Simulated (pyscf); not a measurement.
Structures and frequencies: ωB97X-D3(BJ)/def2-SVP in PySCF. MP2 and CC: frozen core, UHF for open shells. ΔMP2 is the change of the MP2 total energy from the triple- to the quadruple-zeta basis.

Estimate by transition-state theory the rate constant of Cl–BH–Cl + silane (SiH₄) → H₃Si–Cl + H₂B–Cl (singlet surface; B–Cl, H–Si broken, Cl–Si, B–H formed) at 900 K, with CCSD(T)/def2-TZVPP + ΔMP2(QZVPP) energies (ideal gas, 1 atm, RRHO with modes under 100 cm⁻¹ raised to 100, one conformer, R ln 2 for rigid chiral ones; no tunnelling).

The electronic barrier is 19.7 kcal/mol and the thermal terms add +33.5, so ΔG‡ = 53.3 kcal/mol. With k_BT/h = 1.88e+13 s⁻¹ and RT = 1.788 kcal/mol, and a volume of 1.23e-19 cm³ per molecule at 1 atm, k = 2.7e-19 cm³ molecule⁻¹ s⁻¹. Wigner's tunnelling factor for 329i cm⁻¹ would be 1.01. A shift of 1 kcal/mol in the barrier changes k by a factor 1.7. One saddle was located; it need not be the lowest between these sides. The CCSD(T) − MP2 part came from Ansatz, without density fitting, on the same reference.
